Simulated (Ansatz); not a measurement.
A calculation on rock-salt ZrC returned lattice constant a 4.734 Å, bulk modulus 224 GPa.

For reference: lattice constant a 4.696 Å (measured, temperature not stated, not corrected to a static lattice; as tabulated in Zhang et al. (2018), doi:10.1088/1367-2630/aac7f0); bulk modulus 223 GPa (measured, temperature not stated, not corrected to a static lattice, from single-crystal elastic constants, our sources range from 208 to 223; as tabulated in arXiv:1102.4063).

Question: Which level of theory produced these numbers?
A) PBE (Ansatz (an electronic-structure program))
B) r²SCAN0 (Ansatz)
C) B3LYP (VWN-RPA form) (Ansatz)
D) PBEsol (Ansatz)

Answer: C, B3LYP (VWN-RPA form) (Ansatz)

The others give: r²SCAN0 4.698 Å, 242 GPa; PBE 4.709 Å, 222 GPa; PBEsol 4.669 Å, 236 GPa.

Unless a cell is named, each level is at its own relaxed cell (B3LYP (VWN-RPA form) 13.27, PBE 13.05, PBEsol 12.72, r²SCAN0 12.96 Å³/atom).

Ansatz's density-functional and Hartree–Fock values are scalar-relativistic unless marked +SOC, with PAW data made under PBE.
